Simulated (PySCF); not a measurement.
# AlS: frontier orbitals

UHF at R = 2.119 Å; basis Al 3-21G, S 3-21G; no relativity; PySCF 2.14. State: ²Σ⁺ (doublet), unpaired electrons σ ↑. Only the outer orbitals are listed, counted within each symmetry.

```tsv
spin	orbital	occ.	ε (eV)	on Al (%)	main shells (%)
α	7σ	1	-24.54	5	92 S s
α	8σ	1	-13.55	51	49 Al s, 42 S p
α	9σ	1	-10.12	65	36 Al p, 34 S p, 28 Al s
α	3π	1	-9.61	12	88 S p, 12 Al p
α	3π	1	-9.61	12	88 S p, 12 Al p
α	4π	0	0.62	89	89 Al p, 11 S p
α	4π	0	0.62	89	89 Al p, 11 S p
β	7σ	1	-23.36	7	90 S s
β	8σ	1	-11.19	60	57 Al s, 30 S p, 11 S s
β	3π	1	-9.33	12	88 S p, 12 Al p
β	3π	1	-9.33	12	88 S p, 12 Al p
β	9σ	0	-1.21	67	39 Al s, 33 S p, 28 Al p
β	4π	0	1.19	90	90 Al p, 10 S p
β	4π	0	1.19	90	90 Al p, 10 S p
```

**Question.** Which are the highest filled and the lowest empty level, where do they sit, and how wide is the gap?

**Answer.** Highest filled β 3π at -9.33 eV (in %: 88 S p, 12 Al p); lowest empty β 9σ at -1.21 eV (in %: 39 Al s, 33 S p, 28 Al p); the gap at UHF is 8.12 eV.

The bond order (Mayer) is 1.60. The ⟨S²⟩ is 0.781. The charge on Al (Mulliken, basis-dependent) is 0.62 and the charge on Al (Löwdin, basis-dependent) is 0.41. The dipole moment (positive dipole means Al(−)S(+)) is -5.29 D, the polarisability along the bond is 87.0 bohr³ and the polarisability across the bond is 47.4 bohr³.

3-21G is very small, so such numbers show the basis as much as the molecule. The state was picked by a PBE0 search and need not be the measured ground state.
